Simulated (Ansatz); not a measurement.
Calculated with Ansatz (gas phase, PBE0-D4/def2-TZVP geometries, no zero-point term in ΔE). CBS: MP2 limit from def2 TZ/QZ plus the TZ coupled-cluster correction, frozen cores. This one scheme is used for every species, atoms too. DFT in def2-TZVPP. Open shells (•) are unrestricted, without spin–orbit coupling. Spin–orbit coupling would lower the free atoms: a little for C, S. Each species was taken in one conformer, which may not be the lowest.

Consider the atomization: `N=CCS` → 2 C• + 5 H• + N• + S•.

```tsv
level	ΔE (kJ/mol)
BLYP-D4	3350.8
MP2/CBS(def2)	3373.5
```

Task: What does CCSD(T)/CBS give? (Estimate.)

Result: The calculation gave: +3326.0 kJ/mol. The listed levels differ from it by 24.8, 47.5 kJ/mol.

Largest T1 diagnostic among the species: 0.012.

From r2SCAN to r2SCAN0 (25 % exact exchange), in def2-TZVPP and without D4, ΔE moves by −61.3 kJ/mol: exact exchange takes away binding that semilocal exchange gives to molecules. At CCSD(T), def2-SVP lies −193.3 kJ/mol from the extrapolated value and def2-TZVPP −96.3 kJ/mol: correlation converges slowly with the basis, and small sets miss more of it in the bonded molecule than in its fragments.

For atomizations the MP2-based limit and the directly extrapolated one differ by several kJ/mol either way, and by 10 to 25 for some Ge, Se and Sn compounds, so smaller differences from it don't rank the levels.
